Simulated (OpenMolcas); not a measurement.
**MP2/ANO-L-MB run of BF (SMILES [B]F)**

Aim: the energy change on altering one bond length of BF at MP2/ANO-L-MB, from 2 runs. 

Program for the calculation: OpenMolcas 26.06.

## Step 1: Starting point

The species is BF (2 atoms), meant as a singlet with charge 0. SMILES: `[B]F`. Geometry: relaxed at GFN2-xTB.

Bond lengths: B1–F2 1.244 Å.

## Step 2: A single-point energy at MP2/ANO-L-MB

File job.inp:

```
&gateway
coord
2
angstrom
B        0.000000       0.000000       0.000000
F        0.000000       0.000000       1.244390
basis
ANO-L-MB
group
NoSym
&seward
&scf
prorbitals
0
&mbpt2
frozen
2
```

Started as:

```sh
$ export MOLCAS_MEM=1860
$ pymolcas job.inp > job.log
```

Standard output:

```text
--- Start Module: gateway ---
[...]
--- Stop Module: gateway /rc=_RC_ALL_IS_WELL_ ---
[...]
      Basis functions           10
[...]
--- Start Module: scf ---
[...]
       Convergence after   8 Iterations
[...]
::    Total SCF energy                               -123.9960134255
[...]
      Total spin, S                                     0.0000000000
[...]
      Total electronic charge=   14.000000
      Total            charge=   -0.000000
[...]
      Dipole Moment (debye):
      Origin of the operator (angstrom)=    0.0000    0.0000    0.7878
                   X=  5.7020E-16               Y=  1.3555E-16               Z=  7.4028E-01           Total=  7.4028E-01
      Quadrupole Moment (debye*angstrom):
[...]
--- Stop Module: scf /rc=_RC_ALL_IS_WELL_ ---
--- Start Module: mbpt2 ---
[...]
WARNING!
Default frozen orbitals as non valence orbitals is overwritten by user input.
Default values:   2
[...]
       Reference weight ( Cref**2 )         =        0.97488
::    Total MBPT2 energy                             -124.0395239300
[...]
      Total MBPT2 calculations                           0.03      0.04
--- Stop Module: mbpt2 /rc=_RC_ALL_IS_WELL_ ---
[...]
```

Wall time 1.8 s (1 thread of Arm Neoverse V1, shared host); peak memory 0.37 GiB.

## Step 3: The distorted shape at the same level

File job.input:

```
* BF MP2
>>> EXPORT MOLCAS_PRINT=2
&GATEWAY
COORD
2
angstrom
B        0.000000       0.000000      -0.124410
F        0.000000       0.000000       1.244390
BASIS=ANO-L-MB
GROUP=NoSym
&SEWARD
&SCF
PRORBITALS=0
&MBPT2
FROZEN=2
```

Started as:

```sh
$ export MOLCAS_MEM=1860
$ pymolcas job.input > job.log
```

Standard output:

```text
--- Start Module: gateway ---
[...]
--- Stop Module: gateway /rc=_RC_ALL_IS_WELL_ ---
[...]
      Basis functions           10
[...]
--- Start Module: scf ---
[...]
       Convergence after   9 Iterations
[...]
::    Total SCF energy                               -124.0216496882
[...]
      Total spin, S                                     0.0000000000
[...]
      Total electronic charge=   14.000000
      Total            charge=   -0.000000
[...]
      Dipole Moment (debye):
      Origin of the operator (angstrom)=    0.0000    0.0000    0.7422
                   X= -1.4869E-15               Y=  1.5719E-16               Z=  2.0501E-01           Total=  2.0501E-01
      Quadrupole Moment (debye*angstrom):
[...]
--- Stop Module: scf /rc=_RC_ALL_IS_WELL_ ---
--- Start Module: mbpt2 ---
[...]
WARNING!
Default frozen orbitals as non valence orbitals is overwritten by user input.
Default values:   2
[...]
       Reference weight ( Cref**2 )         =        0.97203
::    Total MBPT2 energy                             -124.0670115367
[...]
      Total MBPT2 calculations                           0.03      0.03
--- Stop Module: mbpt2 /rc=_RC_ALL_IS_WELL_ ---
[...]
```

It took 1.8 s on 1 thread of Arm Neoverse V1, shared host; peak memory 0.37 GiB.

## Step 4: Results

At MP2/ANO-L-MB, 2 core orbitals frozen:

```
                                                         quantity          value
                                        first shape: total energy  -124.03952 Eh
                  first shape: dipole moment (mean-field density)         0.74 D
                 first shape: HOMO energy (Hartree–Fock orbitals)      -11.78 eV
                 first shape: LUMO energy (Hartree–Fock orbitals)        2.07 eV
               first shape: HOMO–LUMO gap (Hartree–Fock orbitals)       13.85 eV
         first shape: correlation energy (2 core orbitals frozen)      -43.5 mEh
                                    distorted shape: total energy  -124.06701 Eh
              distorted shape: dipole moment (mean-field density)         0.21 D
             distorted shape: HOMO energy (Hartree–Fock orbitals)      -11.94 eV
             distorted shape: LUMO energy (Hartree–Fock orbitals)        1.54 eV
           distorted shape: HOMO–LUMO gap (Hartree–Fock orbitals)       13.49 eV
     distorted shape: correlation energy (2 core orbitals frozen)      -45.4 mEh
energy change with the B1–F2 bond stretched from 1.244 to 1.369 Å      -0.748 eV
```

In words: With the B1–F2 bond stretched from 1.244 to 1.369 Å the energy falls by 0.75 eV (17.2 kcal/mol). The first shape isn't relaxed at this level, so the change isn't measured from a minimum. The minimal basis adds a large error of its own.
